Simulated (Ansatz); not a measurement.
Born–Oppenheimer molecular dynamics of H6NPSi (9 atoms, charge 0, multiplicity 1). It starts at the highest image of a converged band. Of that band: Neighbouring images differ by up to 2.8 eV, so the band resolves the path poorly. A vibrational analysis at the climbing image gives one clearly imaginary mode, 185i cm⁻¹: a first-order saddle point.

Level of theory: Ansatz 0.2.0, RKS PBE-D4/STO-3G.

```json
{
 "ensemble": "NVE (velocity Verlet)",
 "time step": "0.5 fs",
 "steps asked": "200",
 "starting velocities drawn for": "100 K",
 "seed": "6342"
}
```

First frame:

```xyz
9
Properties=species:S:1:pos:R:3
Si -0.527 0.536 -0.660
N 0.802 -0.476 0.102
P 0.417 -0.953 1.918
H -1.738 -0.264 -0.666
H -0.118 0.832 -2.033
H -0.629 1.768 0.102
H 1.726 0.060 -0.023
H 0.974 -1.319 -0.544
H -0.819 -0.229 1.786
```

Question: What does the run give?

Answer: The run went to its last step.

```yaml
steps_done: 200
time_covered: 100 fs
mean_temperature_over_the_second_half: 121 K
spread_of_the_potential_energy_over_the_second_half: 2.9 meV per atom
mean_potential_energy_of_the_second_half_above_the_start: -2.1 meV per atom
```

The conserved energy stayed within 0.061 meV per atom of its start (net change 0.017 meV per atom), so the integration is sound. A run of 0.1 ps of so small a system gives no equilibrium averages. The orbitals stay closed-shell, which can raise the energy where a bond breaks towards radicals; this wasn't checked here. Limits of this set-up: minimal basis.

Question: What happens to the structure?

Answer: The step under study would form N2–H8 and break P3–H8. These pairs go: N2–H8 1.08 → 1.06 Å, P3–H8 2.55 → 2.42 Å. In the last frame they stand as after the step (other bonds may differ from the relaxed reactants and products). It ends as one piece, H6NPSi. Pairs count as bonded within 1.25 times the sum of covalent radii (0.12 Å more for H–H). This is one draw of velocities; another would differ in detail.

Question: How do temperature and energy run in time?

Answer: 
```tsv
time (fs)	T (K)	potential energy less start (eV)	conserved less start (meV/atom)
0.0	100	0.000	0.00
8.0	41	0.054	0.03
16.0	47	0.049	0.05
24.0	48	0.047	0.04
32.0	72	0.026	0.01
40.0	52	0.044	0.03
48.0	72	0.025	0.05
56.0	77	0.021	0.04
64.0	104	-0.004	0.02
72.0	138	-0.034	0.02
80.0	124	-0.021	0.03
88.0	144	-0.039	0.04
96.0	143	-0.038	0.05
```

Run time: 4.1 min on 1 thread of Arm Neoverse V1, with other jobs on the host, peak memory 0.08 GiB.
